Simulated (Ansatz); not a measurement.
Task: a composite energy at a relaxed geometry of CH4O, SMILES CO, with Ansatz 0.2.0, Python API. Give the script and its output. Level of theory (for the species named): B3LYP, def2-SVP basis, multiplicity 1.

```
atom    x (Å)    y (Å)    z (Å)
   C  -0.0900  -0.2115  -0.2818
   O  -0.1654   0.3133   1.0209
   H  -0.8679  -0.9688  -0.3547
   H   0.8813  -0.6796  -0.4743
   H  -0.2714   0.5585  -1.0395
   H   0.5133   0.9881   1.1293
```

`ch4o_composite.py`:
```python
'''Relax CH4O cheaply, then refine its energy.'''

import logging
import sys
import warnings

import ansatz as az
import numpy as np

logging.basicConfig(stream=sys.stdout, format='%(levelname)s %(message)s')
log = logging.getLogger('ch4o')
log.setLevel(logging.INFO)

GEOMETRY = '''
C    -0.08999   -0.21149   -0.28182
O    -0.16536    0.31331    1.02089
H    -0.86791   -0.96884   -0.35466
H     0.88135   -0.67956   -0.47425
H    -0.27144    0.55847   -1.03950
H     0.51334    0.98812    1.12934
'''

warnings.simplefilter('ignore', az.DeckWarning)

ch4o = az.Crystal.molecule()
for line in GEOMETRY.strip().splitlines():
    symbol, *xyz = line.split()
    ch4o = ch4o.atom(symbol, [float(v) for v in xyz])

model = ch4o.calculation()
model = model.basis(gaussian='def2-SVP').functional('b3lyp')
symbols = [site.symbol for site in ch4o.cartesian_sites]
start = np.array([site.position_ang for site in ch4o.cartesian_sites], dtype=float)
data = model.relax(force_tolerance=0.01).run().report
end = np.array(data['positions_ang'])
log.info('final positions (A) and the move of each atom')
for symbol, xyz, old in zip(symbols, end, start):
    log.info(f'{symbol:2s} {xyz[0]:10.5f} {xyz[1]:10.5f} {xyz[2]:10.5f}   {np.linalg.norm(xyz - old):7.4f}')

minimum = az.Crystal.molecule()
for symbol, place in zip(symbols, end):
    minimum = minimum.atom(symbol, place.tolist())
at_minimum = minimum.calculation()
# MP2 extrapolated to the basis limit, plus the small-basis difference CCSD(T) - MP2
level = lambda method, basis: at_minimum.basis(gaussian=basis).correlation(method).run().report
small, large, cluster = level('mp2', 'cc-pVDZ'), level('mp2', 'cc-pVTZ'), level('ccsd_t', 'cc-pVDZ')
corr = lambda each: (each['free_energy_ev'] - each['reference_energy_ev']) / 27.211386246
mp2_limit = (27 * corr(large) - 8 * corr(small)) / 19
pieces = {'HF / cc-pVTZ': large['reference_energy_ev'] / 27.211386246, 'MP2 correlation, DZ-TZ limit': mp2_limit, 'CCSD(T) - MP2 / cc-pVDZ': corr(cluster) - corr(small)}
for name, value in pieces.items():
    log.info(f'{name:32s} {value:14.6f} Ha')
log.info(f'{"sum":32s} {sum(pieces.values()):14.6f} Ha')
print('T1 diagnostic', round(cluster['correlation']['coupled_cluster']['t1_diagnostic'], 4))
```

`python ch4o_composite.py` gives:
```text
INFO final positions (A) and the move of each atom
INFO C    -0.08872   -0.20383   -0.26672    0.0170
INFO O    -0.16705    0.31718    1.03785    0.0175
INFO H    -0.86933   -0.97423   -0.36509    0.0118
INFO H     0.88406   -0.68917   -0.48673    0.0160
INFO H    -0.27331    0.55591   -1.05349    0.0143
INFO H     0.51433    0.99414    1.13419    0.0078
INFO HF / cc-pVTZ                        -115.088242 Ha
INFO MP2 correlation, DZ-TZ limit          -0.466265 Ha
INFO CCSD(T) - MP2 / cc-pVDZ               -0.032759 Ha
INFO sum                                 -115.587266 Ha
T1 diagnostic 0.0079
```

Total energies depend on the basis set; only differences at equal settings carry meaning. The sum leaves out core correlation, relativity, the Hartree-Fock basis error and zero-point energy; a DZ-TZ extrapolation is rough. b3lyp holds the VWN-RPA fit, as in Gaussian; the form of ORCA and Turbomole is b3lyp5. Inner cores stay frozen, so this is valence correlation. An extrapolation from small basis sets is rough. Wall time of the script: 7.1 s on 1 thread of Arm Neoverse V1, on a shared host, peak memory 0.22 GiB.
